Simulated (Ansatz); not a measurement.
Results of PBE (Ansatz, a quantum-chemistry and plane-wave program, plane waves, PAW) for 1T (CdI2-type) PtS₂.

Settings: plane-wave cutoff 520 eV, 12×12×8 k mesh (along the axes of the cell as run), perturbation theory, scalar-relativistic PAW data made under PBE.

Computed at the level's own relaxed cell.

```xyz
3
Lattice="3.5767 0.0000 0.0000 -1.7883 3.0975 0.0000 0.0000 0.0000 6.4749" Properties=species:S:1:pos:R:3 pbc="T T T"
Pt     0.0000     0.0000     0.0000
S      0.0000     2.0650     1.2275
S      1.7883     1.0325     5.2474
```

Harmonic phonon frequencies (cm⁻¹; i marks an imaginary mode; at Γ without the LO shift):

```json
[
 {"q point": "Γ", "frequencies": "0 0 0 287 287 305 305 317 324"},
 {"q point": "M", "frequencies": "102 130 194 266 273 308 310 319 337"},
 {"q point": "K", "frequencies": "102 173 173 279 279 292 309 309 349"},
 {"q point": "A", "frequencies": "4 4 8 287 287 306 306 318 324"}
]
```

No imaginary mode appears at these points.

Note: the cell comes from a level without a dispersion term, which matters for the spacing of layers, chains or molecules; the cell has widely spaced layers and the level no dispersion term, so their spacing and the moduli can rest on weak binding.
